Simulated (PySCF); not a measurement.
**One reaction down a group: C, Si, Ge, Sn**

The same gas-phase reaction for C, Si, Ge, Sn:
- CH₄ + 2 H + 2 CF₃ → 3 CH₂F₂
- SiH₄ + 2 H + 2 SiF₃ → 3 SiH₂F₂
- GeH₄ + 2 H + 2 GeF₃ → 3 GeH₂F₂
- SnH₄ + 2 H + 2 SnF₃ → 3 SnH₂F₂

Method: PySCF energies plus ideal-gas RRHO corrections (1 bar). † marks an energy on the PBE0/def2-TZVP geometry and frequencies; other levels use their own. MP2 freezes the core. Open shells (unrestricted): H (multiplicity 2), CF₃ (multiplicity 2), SiF₃ (multiplicity 2), GeF₃ (multiplicity 2), SnF₃ (multiplicity 2); the rest are closed-shell singlets. B3LYP is the form with VWN-RPA correlation. Sn: scalar-relativistic def2 core potential, no spin-orbit coupling. Ge: all electrons, no relativistic terms. GeF₃, GeH₂F₂, SnF₃, SnH₂F₂: computed as isolated molecules; such fragments, hydroxides, amides, oligomers or adducts are transient or little studied in the gas. MP2 isn't extrapolated to the basis-set limit. The harmonic model lacks anharmonicity and excited electronic states, which grow with temperature; levels with a mode under 35 cm⁻¹ are left out.

ΔH°(298 K) in kJ, by level:

```
level                    C      Si      Ge      Sn
------------------  ------  ------  ------  ------
ωB97M-V/def2-TZVP†  -768.2  -800.8  -700.4  -620.4
B3LYP/def2-TZVP†    -755.1  -779.4  -691.6  -600.7
PBE/def2-TZVP†      -721.3  -732.3  -652.1  -563.5
MP2/def2-TZVPP†     -755.3  -767.7  -698.2  -612.0
LDA/def2-TZVP†      -795.9  -806.0  -732.6  -645.0
PBE/def2-SVP        -691.2  -732.0  -655.5  -554.6
PBE0/def2-SVP†      -701.3  -752.4  -685.7  -589.7
ωB97X-V/def2-TZVP†  -759.7  -795.8  -714.8  -631.0
```

At ωB97M-V/def2-TZVP†, ΔH° is not monotonic: it is lowest for Si and highest for Sn, over a range of 180.4 kJ; the steps are -32.6, +100.4, +80.0 kJ. 8 of the 8 levels shown give the same order. The levels scatter most for C (104.7 kJ between the highest and the lowest) and least for Si (74.0 kJ). ΔS°(298 K) runs from -214.5 to -204.9 J/K, so TΔS° at 298 K spreads over 2.9 kJ among the members, against 180.4 kJ for ΔH°.

Free energies at ωB97M-V/def2-TZVP†:

```json
[
 {"member": "C", "ΔS°(298 K), J/K": "-204.9", "ΔG°(298 K), kJ": "-707", "ΔG°(800 K), kJ": "-592", "ΔG° changes sign": "none from 298 to 2500 K"},
 {"member": "Si", "ΔS°(298 K), J/K": "-212.5", "ΔG°(298 K), kJ": "-737", "ΔG°(800 K), kJ": "-622", "ΔG° changes sign": "none from 298 to 2500 K"},
 {"member": "Ge", "ΔS°(298 K), J/K": "-214.5", "ΔG°(298 K), kJ": "-636", "ΔG°(800 K), kJ": "-522", "ΔG° changes sign": "none from 298 to 2500 K"},
 {"member": "Sn", "ΔS°(298 K), J/K": "-213.7", "ΔG°(298 K), kJ": "-557", "ΔG°(800 K), kJ": "-444", "ΔG° changes sign": "none from 298 to 2500 K"}
]
```

The NASA 1993 table, where it holds all species, gives ΔH°(298 K) = -779 kJ for C, -672 kJ for Si; its entries are part measured, part old estimates, and weren't checked at source. After a fit of one offset per element over all species, the range-separated, M06-2X, PBE0/def2-QZVP and CCSD(T)/def2-TZVPP enthalpies, where run, lie to one side of the table for SiF₃ (+99 kJ/mol), SiH₂F₂ (+16 kJ/mol): a fault of the table's entry, another state or a shared error of the levels is possible; this was not checked at source.
